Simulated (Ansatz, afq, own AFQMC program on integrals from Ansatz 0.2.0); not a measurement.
# Where AFQMC and coupled cluster stand for CH₃S, doublet

```xyz
5

S     0.8777    0.6225   -0.4990
C     0.6293   -0.8504    0.4837
H     0.1730   -0.6277    1.4601
H     1.6312   -1.2745    0.6766
H     0.0440   -1.6149   -0.0492
```

Connectivity, by distances: S–CH3.

Basis def2-TZVP. Noble-gas cores (and the filled d shells of Ga–Kr and In–Xe) are frozen. AFQMC by an in-house program on the Cholesky factors that Ansatz 0.2.0 writes for its CCSD(T) run. The CISD trial takes its coefficients from CCSD amplitudes. Released means that phaseless walkers are propagated on without the constraint, phases kept. Error bars are statistical, one sigma.

Determinant: UHF, the one that the program's search chose, which needn't be the lowest solution. The geometry is a PBE0/def2-SVP stationary point of this or a neighbouring charge and spin state.

No full CI on the walks' own integrals is used here; CCSDT(Q) serves as the reference and is uncertain by about the last step of the cluster series.

- T1 diagnostic: 0.0123
- weight of the determinant in the CISD state: 0.865
- ⟨S²⟩ of the determinant: 0.765
- size of the correlated space: 13 electrons in 80 orbitals

Reference: CCSDT(Q), correlation energy -9.969 eV. The released energy is read at 2.40 1/Eh (meV from the phaseless value at times in 1/Eh: -3 ± 5 at 0.24, 0 ± 5 at 0.51, -7 ± 6 at 0.99, -12 ± 5 at 1.62, -6 ± 9 at 2.40).

```csv
level,E − E(reference) (kJ/mol),share of correlation (%)
HF,961.9,0.00
MP2,135.8,85.88
CCSD,39.9,95.85
CCSD(T),4.3,99.56
CCSDT,1.5,99.84
ph-AFQMC/CISD,0.5 ± 0.6,99.95
released AFQMC,-0.1 ± 0.8,100.01
```

Released energies are given only where the last usable release times agree within the noise; a slower fall can still hide under it.
